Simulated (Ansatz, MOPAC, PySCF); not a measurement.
Molecule: ethyl chloride, C$_{2}$H$_{5}$Cl, charge 0, multiplicity 1. SMILES: CCCl
Geometry: optimised at B3LYP-D3(BJ)/def2-TZVP (Ansatz, a program for electronic structure).

Wanted: size of the dipole moment, in D. Terms: spin-orbit terms left out; 6-31G* and kin with 6d, 5d where marked; no dispersion term unless named; 6-311+G** with 5d, 6d on Na to Ar in Ansatz; non-relativistic. Ab initio and DFT rows: single points at B3LYP-D3(BJ) geometries (Ansatz). Semi-empirical rows: dipoles at the shared geometry.

Measured values: NIST CCCBDB, as tabulated in the package chemicals; dipoles are vibrational averages. 

Value to compare with, the measured value: 2.05 D.

```tsv
level	program	size of the dipole moment (D)	error
PM6	MOPAC	2.32	0.27
PBE/6-31G*	Ansatz	2.20	0.15
BLYP/6-31G*	Ansatz	2.17	0.12
B3LYP/STO-3G	Ansatz	2.30	0.25
B3LYP/3-21G	Ansatz	2.44	0.39
B3LYP/6-31+G*	Ansatz	2.32	0.27
B3LYP/cc-pVDZ	Ansatz	2.09	0.04
PBE0/6-311+G**	Ansatz	2.27	0.22
M06-2X/6-31G* (5d)	PySCF	2.28	0.23
```

Among the 9 habitual levels, B3LYP/3-21G lies farthest from the measured value (0.39 D) and B3LYP/cc-pVDZ nearest (0.04); 9 of 9 lie above it, and their mean absolute error is 0.22 D, the median 0.23. One case shows no general order.

The levels are drawn from those run, B3LYP/6-31G* more often than the rest, none by its result; runs whose electronic state is in doubt are left out.
